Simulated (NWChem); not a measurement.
# Correlation energy of OS

```
O
S 1 1.5018
```
Charge 0, spin multiplicity 3.

Everything below was run with NWChem. Structure: optimised with UPBE0/def2-SVP, a minimum by its harmonic frequencies.

Basis set: 3-21G. Each correlation energy counts from its own Hartree-Fock reference.

The correlated methods keep 6 core orbitals frozen. The structure started from a generated list of species. The unpaired electrons of the parent sit in orbitals of symmetry b1 and b2 (C2v labels of the run); other states weren't searched. The stability of the SCF solutions was not checked. Open-shell Hartree-Fock references start from PBE0 orbitals. Coupled-cluster values serve here as a point of comparison, not as the truth.

### Question
For the correlation energy, UMP2 gives -172.0 mHa and CCSD[T] on ROHF gives -188.5 mHa. What do CCSD on UHF, CCSD(T) on ROHF give?

### Answer
CCSD on UHF: -174.0 mHa; CCSD(T) on ROHF: -188.2 mHa.
